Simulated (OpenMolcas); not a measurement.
**BSiH5O (SMILES OB[SiH3]): name the method**

BSiH5O has 8 atoms, charge 0, and is taken as a singlet. SMILES: `OB[SiH3]`. The shape is that of a GFN2-xTB optimisation. This is one conformer, not always the lowest.

```xyz
8

O    -1.5421    0.4682   -0.7360
B    -0.2224    0.6010   -0.5974
Si    0.6566   -0.6116    0.6862
H    -2.0076    1.0425   -1.3475
H     0.3528    1.4274   -1.2311
H     0.1877   -0.4405    2.0706
H     2.1172   -0.4482    0.7639
H     0.4578   -2.0388    0.3913
```

A calculation with OpenMolcas 26.06 gave:

| Quantity | Value |
| --- | --- |
| total energy | -389.3000 Eh |
| dipole moment | 2.79 D |
| HOMO energy | -11.01 eV |
| LUMO energy | 2.83 eV |
| HOMO–LUMO gap | 13.83 eV |
| largest force | 1.907 eV/Å |

Task: Which of these levels gave the numbers?
A. HF/3-21G
B. HF/def2-SVP
C. PBE0/def2-SVP
D. PBE/6-31G* (spherical functions)

Result: A. The others give -392.2713 Eh (PBE/6-31G* (spherical functions)), -392.1750 Eh (PBE0/def2-SVP), -391.2423 Eh (HF/def2-SVP).
